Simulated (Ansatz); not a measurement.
**CO (triplet): wave-function methods side by side at distance O1–C2 = 1.448 Å, 6-31G**

How much of the correlation energy of CO (triplet) does each wave-function method recover here?

Method: 6-31G, core rule «outside noble gas», up to 2 orbitals frozen; program: Ansatz 0.2.0, Gaussian basis.

The runs, in order: UHF; CCSD(T) on ROHF; CCSD(T) on UHF; BCCD(T) on ROHF; CISD as a restricted active space (open shells left free, so some higher excitations enter); CCSDT(Q) on ROHF; CCSDT(Q) on UHF; CISDTQ; CCSDTQ on ROHF; CCSDTQ on UHF; CASSCF and MRCISD+Q, 4 electrons in 4 orbitals; CASSCF and NEVPT2, 4 electrons in 4 orbitals; CASSCF and MRCISD+Q, 10 electrons in 8 orbitals; CASSCF and NEVPT2, 10 electrons in 8 orbitals; Full CI.

22 further runs of the same task are left out: 1 for a known fault of the program, 16 that didn't finish, 5 set aside as unsound or not needed. Runs told in other sessions of the task aren't counted.

**1. What is computed**

The geometry derives from a PBE0/def2-TZVP stationary point (not a proven minimum). One bond is set to the value named and the two fragments are kept rigid.

2 atoms, charge 0, spin multiplicity 3.

Atoms are counted from 1 here; the program's logs count them from 0.

Bond lengths: O1–C2 1.448 Å.

**2. UHF**

The input, in.yaml:

```yaml
crystal:
  periodic: [false, false, false]
  atoms:
    - {symbol: O, position_ang: [0.000000, 0.000000, 0.000000]}
    - {symbol: C, position_ang: [0.000000, 0.000000, 1.448000]}
basis:
  gaussian: {orbitals: 6-31G}
magnetization: {spin_polarized: true, initial_magnetization: 2}
hamiltonian: {xc: hf}
output: {orbitals: {seedname: orbitals}}
```

Command:

```
$ ansatz run in.yaml --threads 1 --pin off --events-out ev --progress --plain --max-ram 2393MiB
```

After this run come: CCSD(T) on ROHF; CCSD(T) on UHF; BCCD(T) on ROHF; CISD as a restricted active space (open shells left free, so some higher excitations enter); CCSDT(Q) on ROHF; CCSDT(Q) on UHF; CISDTQ; CCSDTQ on ROHF; CCSDTQ on UHF; CASSCF and MRCISD+Q, 4 electrons in 4 orbitals; CASSCF and NEVPT2, 4 electrons in 4 orbitals; CASSCF and MRCISD+Q, 10 electrons in 8 orbitals; CASSCF and NEVPT2, 10 electrons in 8 orbitals; Full CI.

Before running them: what should the planned runs give, taken together? Wanted: FCI from the RHF energy; RMP2 from FCI; UMP2 from FCI; RCCSD from FCI; RCCSD(T) from FCI; UCCSD(T) from FCI; RCCSDT(Q) from FCI; UCCSDT(Q) from FCI; MRCISD+Q pair from FCI.

**Answer**, as computed:

```
                         quantity                                                     value
          FCI from the ROHF energy                                                -4.9957 eV
                    RMP2 from FCI                                                +739.9 meV
                    UMP2 from FCI                                               +1609.5 meV
                   RCCSD from FCI                                                +428.4 meV
                RCCSD(T) from FCI                                                 +77.1 meV
                UCCSD(T) from FCI                                                +129.2 meV
               RCCSDT(Q) from FCI                                                  +8.9 meV
               UCCSDT(Q) from FCI                                                 -16.1 meV
           MRCISD+Q pair from FCI                                                +392.9 meV
          NEVPT2 valence from FCI                                                +542.0 meV
        MRCISD+Q valence from FCI                                                 +35.5 meV
levels within 1 kcal/mol (43 meV)  RCCSDT(Q), UCCSDT(Q), RCCSDTQ, UCCSDTQ, MRCISD+Q valence
                    T1 diagnostic                                                     0.069
   effectively unpaired electrons                                                      2.21
```

RCCSD(T) lands +77.1 meV from the yardstick (1.5 % of the correlation energy). CCSD(T) misses by +77.1 meV on the restricted determinant and by +129.2 meV on the unrestricted one; the two need not hold the same state or core. UCCSDT(Q) falls below full CI: unrestricted runs freeze a spin-polarised core, another one than full CI's, and coupled cluster isn't variational. The occupations show static correlation (2.21 effectively unpaired electrons where one determinant has 2). Of the multireference levels listed MRCISD+Q valence comes nearest in total energy (+35.5 meV), which doesn't show that its space is the better one. Coupled cluster took another determinant than the lowest Hartree-Fock one. These misses are within one basis, not against nature; the frozen cores of restricted and unrestricted runs differ, which can shift their rows.

Levels on UHF freeze UHF's core orbitals, full CI those of ROHF, so the U rows can settle a little off it for that reason alone.

With open shells the CI space here admits some higher excitations, so it is larger than plain CISD.
